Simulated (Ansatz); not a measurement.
**Molecular dynamics of H₄OSi**

The input (input.yaml):

```yaml
crystal:
  periodic: [false, false, false]
  atoms:
    - { symbol: Si, position_ang: [-0.070042, -0.038606, -0.022901] }
    - { symbol: O, position_ang: [-0.067176, -0.041804, 1.692126] }
    - { symbol: H, position_ang: [0.31144, -0.970431, 2.105987] }
    - { symbol: H, position_ang: [1.252822, -0.527748, -0.429992] }
    - { symbol: H, position_ang: [0.86315, 1.501699, -0.776505] }
    - { symbol: H, position_ang: [-1.268216, -0.616413, -0.589412] }
basis:
  gaussian: { orbitals: def2-mTZVP }
hamiltonian:
  xc: hf
md:
  timestep: 2.5
  n_steps: 40
  ensemble: nve
  temperature: 300.0
  initial_velocities: maxwell_boltzmann
  seed: 222321
```

Command:

```bash
$ ansatz run input.yaml --threads 1 --pin off --max-ram 2048MiB --backend cpu --events-out ev --progress --plain --runs-dir out
```

It goes on from the last frame of an earlier run, with new velocities.

Output, in part (step lines, the closing report, with atoms numbered from 0):

```
md step     0: t =     0.00 fs  T =   300.0 K  F+E_penalty+E_count = -9961.77479283 eV  E_kin = 0.155112 eV  conserved = -9961.61968083 eV  (27 SCF iters)
md step     1: t =     2.50 fs  T =  1930.4 K  F+E_penalty+E_count = -9962.93363092 eV  E_kin = 0.998087 eV  conserved = -9961.93554439 eV  (27 SCF iters)
md step     2: t =     5.00 fs  T =  3413.9 K  F+E_penalty+E_count = -9963.88039732 eV  E_kin = 1.765119 eV  conserved = -9962.11527833 eV  (25 SCF iters)
md step     3: t =     7.50 fs  T =  2961.2 K  F+E_penalty+E_count = -9962.25958766 eV  E_kin = 1.531067 eV  conserved = -9960.72852061 eV  (27 SCF iters)
md step     4: t =    10.00 fs  T =  5188.1 K  F+E_penalty+E_count = -9963.51084518 eV  E_kin = 2.682462 eV  conserved = -9960.82838347 eV  (25 SCF iters)
md step     5: t =    12.50 fs  T =  8671.9 K  F+E_penalty+E_count = -9959.62815031 eV  E_kin = 4.483707 eV  conserved = -9955.14444313 eV  (24 SCF iters)
md step     6: t =    15.00 fs  T = 33551.1 K  F+E_penalty+E_count = -9954.03843835 eV  E_kin = 17.347268 eV  conserved = -9936.69117033 eV  (48 SCF iters)
md step     7: t =    17.50 fs  T = 28475.3 K  F+E_penalty+E_count = -9951.97876858 eV  E_kin = 14.722894 eV  conserved = -9937.25587483 eV  (55 SCF iters)
md step     8: t =    20.00 fs  T = 28372.8 K  F+E_penalty+E_count = -9952.02890672 eV  E_kin = 14.669850 eV  conserved = -9937.35905631 eV  (41 SCF iters)
md step     9: t =    22.50 fs  T = 28901.0 K  F+E_penalty+E_count = -9952.36336129 eV  E_kin = 14.942995 eV  conserved = -9937.42036642 eV  (42 SCF iters)
md step    10: t =    25.00 fs  T = 27705.8 K  F+E_penalty+E_count = -9951.85170384 eV  E_kin = 14.324984 eV  conserved = -9937.52671966 eV  (46 SCF iters)
md step    11: t =    27.50 fs  T = 27427.1 K  F+E_penalty+E_count = -9951.61852227 eV  E_kin = 14.180918 eV  conserved = -9937.43760381 eV  (42 SCF iters)
md step    12: t =    30.00 fs  T = 28199.4 K  F+E_penalty+E_count = -9951.92989953 eV  E_kin = 14.580221 eV  conserved = -9937.34967825 eV  (42 SCF iters)
md step    13: t =    32.50 fs  T = 26747.1 K  F+E_penalty+E_count = -9951.08580362 eV  E_kin = 13.829325 eV  conserved = -9937.25647850 eV  (41 SCF iters)
md step    14: t =    35.00 fs  T = 25795.3 K  F+E_penalty+E_count = -9950.59678156 eV  E_kin = 13.337227 eV  conserved = -9937.25955407 eV  (155 SCF iters)
md step    15: t =    37.50 fs  T = 25602.4 K  F+E_penalty+E_count = -9950.50029206 eV  E_kin = 13.237446 eV  conserved = -9937.26284628 eV  (40 SCF iters)
md step    16: t =    40.00 fs  T = 25997.5 K  F+E_penalty+E_count = -9950.73089478 eV  E_kin = 13.441770 eV  conserved = -9937.28912479 eV  (37 SCF iters)
md step    17: t =    42.50 fs  T = 26265.9 K  F+E_penalty+E_count = -9950.90526612 eV  E_kin = 13.580535 eV  conserved = -9937.32473120 eV  (34 SCF iters)
md step    18: t =    45.00 fs  T = 25669.0 K  F+E_penalty+E_count = -9950.58162711 eV  E_kin = 13.271880 eV  conserved = -9937.30974686 eV  (34 SCF iters)
md step    19: t =    47.50 fs  T = 24939.2 K  F+E_penalty+E_count = -9950.12756426 eV  E_kin = 12.894543 eV  conserved = -9937.23302123 eV  (33 SCF iters)
md step    20: t =    50.00 fs  T = 25497.4 K  F+E_penalty+E_count = -9950.47728492 eV  E_kin = 13.183186 eV  conserved = -9937.29409849 eV  (27 SCF iters)
md step    21: t =    52.50 fs  T = 26247.0 K  F+E_penalty+E_count = -9950.90976988 eV  E_kin = 13.570763 eV  conserved = -9937.33900737 eV  (33 SCF iters)
md step    22: t =    55.00 fs  T = 25901.6 K  F+E_penalty+E_count = -9950.69520028 eV  E_kin = 13.392182 eV  conserved = -9937.30301783 eV  (34 SCF iters)
md step    23: t =    57.50 fs  T = 25082.9 K  F+E_penalty+E_count = -9950.24269967 eV  E_kin = 12.968851 eV  conserved = -9937.27384872 eV  (35 SCF iters)
md step    24: t =    60.00 fs  T = 24580.4 K  F+E_penalty+E_count = -9949.97644634 eV  E_kin = 12.709068 eV  conserved = -9937.26737868 eV  (31 SCF iters)
md step    25: t =    62.50 fs  T = 24695.2 K  F+E_penalty+E_count = -9950.03339812 eV  E_kin = 12.768415 eV  conserved = -9937.26498349 eV  (35 SCF iters)
md step    26: t =    65.00 fs  T = 25392.8 K  F+E_penalty+E_count = -9950.41794530 eV  E_kin = 13.129073 eV  conserved = -9937.28887223 eV  (35 SCF iters)
md step    27: t =    67.50 fs  T = 26012.6 K  F+E_penalty+E_count = -9950.77224185 eV  E_kin = 13.449543 eV  conserved = -9937.32269891 eV  (34 SCF iters)
md step    28: t =    70.00 fs  T = 25726.2 K  F+E_penalty+E_count = -9950.62847561 eV  E_kin = 13.301466 eV  conserved = -9937.32700918 eV  (34 SCF iters)
md step    29: t =    72.50 fs  T = 24846.8 K  F+E_penalty+E_count = -9950.09192020 eV  E_kin = 12.846768 eV  conserved = -9937.24515188 eV  (32 SCF iters)
md step    30: t =    75.00 fs  T = 25066.1 K  F+E_penalty+E_count = -9950.22780053 eV  E_kin = 12.960187 eV  conserved = -9937.26761352 eV  (28 SCF iters)
md step    31: t =    77.50 fs  T = 25970.9 K  F+E_penalty+E_count = -9950.76687044 eV  E_kin = 13.428008 eV  conserved = -9937.33886268 eV  (32 SCF iters)
md step    32: t =    80.00 fs  T = 25888.8 K  F+E_penalty+E_count = -9950.69993127 eV  E_kin = 13.385528 eV  conserved = -9937.31440356 eV  (33 SCF iters)
md step    33: t =    82.50 fs  T = 25065.3 K  F+E_penalty+E_count = -9950.23704862 eV  E_kin = 12.959748 eV  conserved = -9937.27730088 eV  (33 SCF iters)
md step    34: t =    85.00 fs  T = 24461.6 K  F+E_penalty+E_count = -9949.91461632 eV  E_kin = 12.647620 eV  conserved = -9937.26699584 eV  (29 SCF iters)
md step    35: t =    87.50 fs  T = 24439.5 K  F+E_penalty+E_count = -9949.90512951 eV  E_kin = 12.636222 eV  conserved = -9937.26890774 eV  (30 SCF iters)
md step    36: t =    90.00 fs  T = 24978.9 K  F+E_penalty+E_count = -9950.18994892 eV  E_kin = 12.915104 eV  conserved = -9937.27484533 eV  (34 SCF iters)
md step    37: t =    92.50 fs  T = 25720.9 K  F+E_penalty+E_count = -9950.61476913 eV  E_kin = 13.298758 eV  conserved = -9937.31601099 eV  (34 SCF iters)
md step    38: t =    95.00 fs  T = 25724.7 K  F+E_penalty+E_count = -9950.63192711 eV  E_kin = 13.300690 eV  conserved = -9937.33123749 eV  (33 SCF iters)
md step    39: t =    97.50 fs  T = 24972.8 K  F+E_penalty+E_count = -9950.17078120 eV  E_kin = 12.911930 eV  conserved = -9937.25885121 eV  (32 SCF iters)
md step    40: t =   100.00 fs  T = 25021.5 K  F+E_penalty+E_count = -9950.20260153 eV  E_kin = 12.937129 eV  conserved = -9937.26547280 eV  (62 SCF iters)
Total energy: -9950.20260153 eV, -365.6632011168 hartree
Atom 0 at    -0.153223     0.237598     0.151521 Å, force     2.865474   -10.721976    -0.206177 eV/Å
Atom 1 at    -0.491493     1.574454     0.184596 Å, force    -2.704021    10.677098     0.163871 eV/Å
Atom 2 at     7.530937   -38.142345    19.953987 Å, force    -0.000316     0.002743    -0.001313 eV/Å
Atom 3 at     0.695211    -0.472741    -0.799036 Å, force     0.216046     0.194929    -0.472766 eV/Å
Atom 4 at     2.514676     5.444036    -0.878299 Å, force    -0.002296    -0.004877     0.002000 eV/Å
Atom 5 at    -0.529255    -0.790741     1.101226 Å, force    -0.374888    -0.147917     0.514384 eV/Å
Dipole moment:     0.074574     0.144935    -0.437041 e Å
```

The run went to its last step. The conserved energy changed by up to 4200 meV per atom, so the integration failed: the time step of 2.5 fs is too long for the fastest motions that this run met, and the later frames carry no physical meaning.

Parted: O2–H3 1.08 → 45.08 Å. It ends as H + H + H2OSi. Pairs count as bonded within 1.25 times the sum of covalent radii (0.12 Å more for H–H).

Last frame:

```xyz
6
Properties=species:S:1:pos:R:3
Si -0.153 0.238 0.151
O -0.491 1.575 0.185
H 7.531 -38.142 19.954
H 0.695 -0.473 -0.799
H 2.515 5.444 -0.878
H -0.529 -0.791 1.101
```

The run took 16 s on 1 thread of Intel(R) Xeon(R) 6975P-C (Granite Rapids), on a shared host, peak memory 0.1 GiB.
